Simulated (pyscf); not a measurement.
•O–Si(SiH₃)(SiH₃)–SiH₃ (SMILES [O][Si]([SiH3])([SiH3])[SiH3]) + H₂ (SMILES [H][H]) -> HO–Si(SiH₃)(SiH₃)–SiH₃ (SMILES O[Si]([SiH3])([SiH3])[SiH3]) + H• (SMILES [H]), a hydrogen abstraction (doublet surface; H–H broken, H–O formed). Single points on ωB97X-D3(BJ)/def2-SVP structures (PySCF, gas phase). Energies in eV from the separated reactants.

Small-basis levels: PySCF, no dispersion term, spherical d functions. Open shells are spin-unrestricted. 

Quick HF/3-21G single points give ΔE‡ = 0.78 eV and ΔE = +0.06 eV. What does ωB97M-D3(BJ)/def2-TZVP give, and how far is the quick result from it?

ωB97M-D3(BJ)/def2-TZVP gives ΔE‡ = 0.39 eV and ΔE = -0.29 eV. HF/3-21G lies 0.39 eV over it in the barrier and 0.34 eV over it in the reaction energy, so on this step it does not hold to within 0.13 eV. ωB97M-D3(BJ)/def2-TZVP has limits of its own. •O–Si(SiH₃)(SiH₃)–SiH₃ lies 2.12 eV over its isomer H₃Si–O–Si•(SiH₃)–SiH₃ (electronic energy, ωB97M-D3(BJ)/def2-TZVP). HO–Si(SiH₃)(SiH₃)–SiH₃ lies 1.03 eV over its isomer H₃Si–SiH₂–O–SiH₂–SiH₃ (electronic energy, ωB97M-D3(BJ)/def2-TZVP). This is the saddle that the search found; another between the same sides may lie lower. The angle at the transferred H is 162°.
